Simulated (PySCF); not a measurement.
C2H3, SMILES [CH]=C, multiplicity 2. The structure is a stationary point at PBE0-D3(BJ)/def2-TZVP. The isomer is the one that the SMILES or the coordinates give; other isomers of the formula were not compared.

Calculation: PBE0-D3(BJ)/def2-TZVP (PySCF).

Harmonic wavenumbers (cm⁻¹): 710, 836, 928, 1046, 1388, 1668, 3074, 3170, 3263. Rotational constants (GHz): 236.4, 32.82, 28.82; symmetry number 1.

**Question.** Work out the zero-point energy and the ideal-gas rigid-rotor harmonic-oscillator thermochemistry at 298.15 K and 1 atm.

**Answer.** ZPE = ½ Σ hcν = ½ × 16084 cm⁻¹ = 22.99 kcal/mol. H − E(el) = 25.53 kcal/mol. Entropy in cal/(mol K): translation 35.82, rotation 17.91, vibration 0.70, spin 1.38, total 55.81. G − E(el) = 8.89 kcal/mol. Cp = 10.30 cal/(mol K).
